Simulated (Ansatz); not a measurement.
# Nudged elastic band run: CH₄BF

The input (input.yaml):

```yaml
crystal:
  periodic: [false, false, false]
  atoms:
    - { symbol: B, position_ang: [0.456405, 0.012366, 0.039503] }
    - { symbol: C, position_ang: [0.796398, -0.014044, 1.561846] }
    - { symbol: H, position_ang: [-0.068041, -0.206565, 2.206463] }
    - { symbol: H, position_ang: [1.569652, -0.768533, 1.766158] }
    - { symbol: H, position_ang: [1.248551, 0.944747, 1.856662] }
    - { symbol: H, position_ang: [1.283031, 0.174042, -0.821346] }
    - { symbol: F, position_ang: [-0.800096, -0.142013, -0.378987] }
basis:
  gaussian: { orbitals: "6-31G*" }
hamiltonian:
  xc: r2scan
  dispersion: d4
neb:
  order_check: false
  images: 5
  f_tol: 0.05
  max_iterations: 60
  final_atoms:
    - { symbol: B, position_ang: [-0.5648812, 0.186715, -1.3696515] }
    - { symbol: C, position_ang: [1.26198229, -0.1379818, 1.58892769] }
    - { symbol: H, position_ang: [0.37654637, -0.74631951, 1.79320538] }
    - { symbol: H, position_ang: [2.01473225, -0.31870295, 2.36100674] }
    - { symbol: H, position_ang: [0.9851871, 0.92000361, 1.59048336] }
    - { symbol: H, position_ang: [1.67317929, -0.40677119, 0.6114176] }
    - { symbol: F, position_ang: [-1.26084608, 0.50305685, -0.34509027] }
  initial_path:
    images:
      - { positions_ang: [[0.456405, 0.012366, 0.039503], [0.796398, -0.014044, 1.561846], [-0.068041, -0.206565, 2.206463], [1.569652, -0.768533, 1.766158], [1.248551, 0.944747, 1.856662], [1.283031, 0.174042, -0.821346], [-0.800096, -0.142013, -0.378987]] }
      - { positions_ang: [[0.30550864, 0.00650316, 0.02545245], [0.88344587, -0.00825919, 1.52677474], [-0.0265945, -0.23881075, 2.07925485], [1.65421582, -0.74760983, 1.78899196], [1.26181714, 0.97175686, 1.84506396], [1.31977862, 0.11405516, -0.5601149], [-0.91227158, -0.09763542, -0.47512406]] }
      - { positions_ang: [[0.15461228, 0.00064032, 0.01140191], [0.97049375, -0.00247437, 1.49170348], [0.01485199, -0.27105649, 1.9520467], [1.73877964, -0.72668666, 1.81182592], [1.27508327, 0.99876672, 1.83346592], [1.35652623, 0.05406831, -0.29888381], [-1.02444716, -0.05325783, -0.57126113]] }
      - { positions_ang: [[0.00371592, -0.00522251, -0.00264864], [1.05754162, 0.00331044, 1.45663222], [0.05629849, -0.30330224, 1.82483856], [1.82334346, -0.70576349, 1.83465988], [1.28834941, 1.02577659, 1.82186788], [1.39327385, -0.00591853, -0.03765271], [-1.13662274, -0.00888025, -0.66739819]] }
      - { positions_ang: [[-0.18581645, 0.05875666, -0.45831626], [1.12568851, -0.04378697, 1.50073071], [0.16304778, -0.45097466, 1.81429416], [1.88713972, -0.57674331, 2.01010883], [1.1872953, 0.99051893, 1.74473971], [1.48657566, -0.13953609, 0.17870406], [-1.17803052, 0.16176545, -0.55996222]] }
      - { positions_ang: [[-0.37534883, 0.12273583, -0.91398388], [1.1938354, -0.09088439, 1.5448292], [0.26979707, -0.59864709, 1.80374977], [1.95093598, -0.44772313, 2.18555779], [1.0862412, 0.95526127, 1.66761153], [1.57987748, -0.27315364, 0.39506083], [-1.2194383, 0.33241115, -0.45252625]] }
      - { positions_ang: [[-0.5648812, 0.186715, -1.3696515], [1.26198229, -0.1379818, 1.58892769], [0.37654637, -0.74631951, 1.79320538], [2.01473225, -0.31870295, 2.36100674], [0.9851871, 0.92000361, 1.59048336], [1.67317929, -0.40677119, 0.6114176], [-1.26084608, 0.50305685, -0.34509027]] }
```

Run as:

```bash
$ ansatz run input.yaml --threads 1 --pin off --max-ram 2048MiB --backend cpu --events-out ev --progress --plain --runs-dir out
```

Output, in part (warnings, iteration lines, the closing report on the highest movable image, with atoms numbered from 0):

```
NEB end point (image 0): max|allowed force component| = 5.014e-3 eV/Å (the criterion of neb.relax_end_points is 1.000e-2)
NEB end point (image 6): max|allowed force component| = 2.830e-2 eV/Å (the criterion of neb.relax_end_points is 1.000e-2)
NEB iter   1: max|band force component| = 4.015e1 eV/Å  barrier→ = 8.6377 eV  barrier← = 6.1485 eV  Δτ_max = 0.2000 Å  (178 SCF iters)
NEB iter   2: max|band force component| = 3.710e0 eV/Å  barrier→ = 5.2967 eV  barrier← = 2.8076 eV  Δτ_max = 0.1950 Å  (157 SCF iters)
NEB iter   3: max|band force component| = 3.179e0 eV/Å  barrier→ = 5.0349 eV  barrier← = 2.5458 eV  Δτ_max = 0.0977 Å  (155 SCF iters)
NEB iter   4: max|band force component| = 3.067e0 eV/Å  barrier→ = 4.8472 eV  barrier← = 2.3581 eV  Δτ_max = 0.0500 Å  (152 SCF iters)
NEB iter   5: max|band force component| = 1.318e0 eV/Å  barrier→ = 4.6184 eV  barrier← = 2.1292 eV  Δτ_max = 0.1035 Å  (142 SCF iters)
NEB iter   6: max|band force component| = 7.327e-1 eV/Å  barrier→ = 4.3955 eV  barrier← = 1.9064 eV  Δτ_max = 0.2000 Å  (147 SCF iters)
NEB iter   7: max|band force component| = 1.588e0 eV/Å  barrier→ = 3.8194 eV  barrier← = 1.3302 eV  Δτ_max = 0.1012 Å  (150 SCF iters)
NEB iter   8: max|band force component| = 1.478e0 eV/Å  barrier→ = 3.8672 eV  barrier← = 1.3780 eV  Δτ_max = 0.0992 Å  (139 SCF iters)
NEB iter   9: max|band force component| = 7.024e-1 eV/Å  barrier→ = 4.1164 eV  barrier← = 1.6272 eV  Δτ_max = 0.1002 Å  (144 SCF iters)
NEB iter  10: max|band force component| = 1.748e0 eV/Å  barrier→ = 4.4102 eV  barrier← = 1.9211 eV  CI = image 3  Δτ_max = 0.0995 Å  (141 SCF iters)
NEB iter  11: max|band force component| = 1.263e0 eV/Å  barrier→ = 4.5532 eV  barrier← = 2.0640 eV  CI = image 3  Δτ_max = 0.1699 Å  (150 SCF iters)
NEB iter  12: max|band force component| = 2.089e0 eV/Å  barrier→ = 4.4757 eV  barrier← = 1.9865 eV  CI = image 3  Δτ_max = 0.0855 Å  (144 SCF iters)
NEB iter  13: max|band force component| = 5.138e-1 eV/Å  barrier→ = 4.5166 eV  barrier← = 2.0275 eV  CI = image 3  Δτ_max = 0.0590 Å  (141 SCF iters)
NEB iter  14: max|band force component| = 3.453e-1 eV/Å  barrier→ = 4.4966 eV  barrier← = 2.0075 eV  CI = image 3  Δτ_max = 0.0464 Å  (143 SCF iters)
NEB iter  15: max|band force component| = 1.006e-1 eV/Å  barrier→ = 4.4921 eV  barrier← = 2.0030 eV  CI = image 3  Δτ_max = 0.0196 Å  (146 SCF iters)
NEB iter  16: max|band force component| = 5.033e-2 eV/Å  barrier→ = 4.4914 eV  barrier← = 2.0023 eV  CI = image 3  Δτ_max = 0.0116 Å  (140 SCF iters)
NEB iter  17: max|band force component| = 2.202e-2 eV/Å  barrier→ = 4.4911 eV  barrier← = 2.0020 eV  CI = image 3  Δτ_max = 0.0000 Å  (270 SCF iters)
Total energy: -4489.84075484 eV, -164.9986044171 hartree
Atom 0 at     0.240674    -0.052534    -0.459160 Å, force     0.002808     0.004347     0.000175 eV/Å
Atom 1 at     0.954762    -0.034957     1.482856 Å, force    -0.000741    -0.008763    -0.005379 eV/Å
Atom 2 at     0.131876    -0.600037     1.934867 Å, force     0.001544     0.004714    -0.003850 eV/Å
Atom 3 at     1.922350    -0.408241     1.833769 Å, force    -0.000379     0.004947    -0.003421 eV/Å
Atom 4 at     0.860346     1.040926     1.667216 Å, force    -0.005626    -0.000860    -0.002097 eV/Å
Atom 5 at     1.305672    -0.423422    -0.006260 Å, force     0.001038    -0.005676     0.007938 eV/Å
Atom 6 at    -0.929780     0.478265    -0.222988 Å, force     0.001357     0.001291     0.006635 eV/Å
Dipole moment:     0.055621     0.003741     0.167230 e Å
```

It converged. Neighbouring images differ by up to 3.5 eV, so the band resolves the path poorly. A vibrational analysis at the climbing image gives one clearly imaginary mode, 1471i cm⁻¹: a first-order saddle point. The orbitals stay closed-shell, which can raise the energy where a bond breaks towards radicals; this wasn't checked here.

Final band (atoms are numbered from 1 in the order of the input):

```csv
image,path coordinate (Å),energy (kJ/mol),B1–C2 (Å),B1–H6 (Å),C2–H6 (Å)
0,0.00,0.0,1.56,1.20,2.44
1,0.68,1.0,1.56,1.20,2.45
2,1.36,99.9,1.59,1.15,2.05
3,2.03,433.3,2.07,1.22,1.58
4,2.64,288.7,2.50,1.70,1.15
5,3.24,244.8,3.07,2.36,1.10
6,3.84,240.2,3.49,3.05,1.09
```

The run took 2.8 min on 1 thread of Arm Neoverse V2 (shared host), peak memory 0.1 GiB.
